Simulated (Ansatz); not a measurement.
**SiP+ (quintet): from Hartree-Fock to the top rungs, def2-QZVPP**

The task here is to estimate one member of a computed series from the others.

Computed with Ansatz 0.2.0, Gaussian basis. Level: def2-QZVPP, core rule «outside noble gas», up to 10 orbitals frozen.

Plan: UHF; ROHF; CCSD(T) on UHF.

2 further runs of the same task are left out: 2 set aside as unsound or not needed.

## The geometry

The geometry is a PBE0/def2-TZVP stationary point (not a proven minimum) of the parent state, kept for this charge and spin.

2 atoms, charge 1, spin multiplicity 5.

Atoms are counted from 1 here; the program's logs count them from 0.

Bond lengths: Si1–P2 2.217 Å.

Coordinates:

```xyz
2
charge 1, multiplicity 5
Si    0.0000    0.0000    0.0000
P     0.0000    0.0000    2.2166
```

The first run:

The input, in.yaml:

```yaml
crystal:
  periodic: [false, false, false]
  atoms:
    - {symbol: Si, position_ang: [0.000000, 0.000000, 0.000000]}
    - {symbol: P, position_ang: [0.000000, 0.000000, 2.216600]}
basis:
  gaussian: {orbitals: "def2-QZVPP.json"}
total_charge: 1
magnetization: {spin_polarized: true, initial_magnetization: 4}
hamiltonian: {xc: hf}
output: {orbitals: {seedname: orbitals}}
```

Started as:

```bash
ansatz run in.yaml --threads 1 --pin off --events-out ev --progress --plain --max-ram 2393MiB
```

Steps of the session up to this table: UHF; ROHF; CCSD(T) on UHF.

One of the session's tables, all rows but one given; the rest of the session is left out.

```
  method  from UCCSD(T) (kJ/mol)
    ROHF                  +527.2
     UHF                       ?
    UMP2                  +101.6
   UCCSD                   +27.2
UCCSD(T)                       0
```

Estimate the missing values for UHF.

As computed: from UCCSD(T) (kJ/mol): +509.7. In the column «from UCCSD(T) (kJ/mol)» it lies between UMP2 (+101.6) and ROHF (+527.2).
